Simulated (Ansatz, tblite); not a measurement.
Dissociation curve of Na2, singlet.

Computed with: GFN2-xTB, 300 K electronic temperature (tblite); UMP2 = Ansatz (a first-principles code) with MP2 on UHF/cc-pVDZ, frozen core; RKS-PBE = restricted PBE/cc-pVDZ (Ansatz); FCI = full CI/cc-pVDZ, frozen core (Ansatz).

Energies relative to the lowest point of each curve near equilibrium, in mEh:

```
R / Å  GFN2-xTB  UMP2  RKS-PBE
-----  --------  ----  -------
2.50        3.9  11.3      8.7
2.77        0.0   3.5      2.2
2.90        1.2   1.5      0.7
3.10        4.7   0.1      0.0
3.28        8.9   0.1      0.6
3.85       22.1   3.0      7.1
4.18       29.3   5.0     12.0
4.65       40.7   7.4     18.9
5.57       58.1   9.9     29.8
6.84       70.9  10.8     38.7
7.60       74.5  10.9     41.4
9.33       78.0  11.0     43.9
```

### Question
Predict the corresponding FCI column.

### Answer
2.50: 12.7; 2.77: 4.2; 2.90: 1.9; 3.10: 0.2; 3.28: 0.1; 3.85: 4.8; 4.18: 9.0; 4.65: 14.5; 5.57: 21.4; 6.84: 24.3; 7.60: 24.7; 9.33: 25.0 (mEh).

The unrestricted determinant behind UMP2 is spin-contaminated at 2.50 to 9.33 Å (<S²> up to 1.0, against 0.00 for a pure singlet). The restricted form behind RKS-PBE keeps the bonding electrons paired and can't separate into open-shell fragments.
